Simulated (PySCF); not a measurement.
# SiCl+: bond curves at several levels of theory

What are the lowest state that PBE0 finds, the bond length, vibrational wavenumber and bond energy of SiCl+, and how much do these hang on the method?

The runs use PySCF 2.14.0; Si def2-SVP, Cl def2-SVP, no relativity.

## (1) Input

The job is set up so:

* atoms: Si, Cl
* charge: 1
* basis: Si def2-SVP, Cl def2-SVP
* Hamiltonian: no relativity
* basis functions: 36
* electrons treated: 30
* masses in u: 27.9769, 34.9689
* levels: PBE0, PBE, r²SCAN, M06-2X, B3LYP, M06-L, LC-ωPBE, HF, MP2, SCS-MP2, CCSD, CCSD(T)
* grid: 80 radial by 434 angular points
* occupations: held fixed by the projection of orbital angular momentum
* dissociation limit: Si+ + Cl, each in its ground configuration
* starting distance in angstrom: 2.185
* values of 2S to try: 0, 2

On the command line:

```console
> OMP_NUM_THREADS=1 python dia.py task.json out
```

After this run come: The PBE0 curve of the state that the search chose; Higher solutions at PBE0; PBE; r²SCAN (meta-GGA); M06-2X (hybrid meta-GGA); B3LYP; M06-L (meta-GGA); LC-ωPBE; RHF (mean field); Correlated methods on the Hartree–Fock reference.

**Question.** What will these runs give? Wanted: for each run, Re; ωe; De; μ.

**Answer**, as computed:

Lowest PBE0 solution found, without spin–orbit coupling: ¹Σ⁺ (singlet), closed shell. State 2 has its PBE0 minimum 3.65 eV higher. The other levels ran on the lowest alone.

| level | Re (Å) | ωe (cm⁻¹) | De (eV) | μ (D) |
| --- | --- | --- | --- | --- |
| RHF | 1.963 | 696 | 3.49 | -4.02 |
| RHF-MP2 | 1.965 | 696 | 4.84 | n/a |
| RHF-SCS-MP2 | 1.966 | 693 | 4.69 | n/a |
| RHF-CCSD | 1.966 | 692 | 4.59 | n/a |
| RHF-CCSD(T) | 1.972 | 680 | 4.74 | n/a |
| PBE | 1.994 | 639 | 5.37 | -3.50 |
| r²SCAN | 1.981 | 658 | 5.20 | -3.57 |
| M06-L | 1.981 | 664 | 5.29 | -3.80 |
| B3LYP | 1.984 | 654 | 4.99 | -3.65 |
| PBE0 | 1.974 | 670 | 5.09 | -3.65 |
| M06-2X | 1.969 | 681 | 5.12 | -3.85 |
| LC-ωPBE | 1.954 | 705 | 4.85 | -3.66 |

De is counted to Si+ + Cl in their ground configurations. A positive dipole points from Si to Cl; in an ion it is taken about the centre of mass and does not tell which atom is negative.

In words: The methods spread over 0.040 Å in bond length, from LC-ωPBE to PBE. Of the levels with a De here, RHF gives the least (3.49 eV) and PBE the most (5.37 eV).

Correlated steps freeze 10 core orbitals. T1 is 0.020 near the minimum (highest on the curve 0.035), which may point to more than one leading configuration.
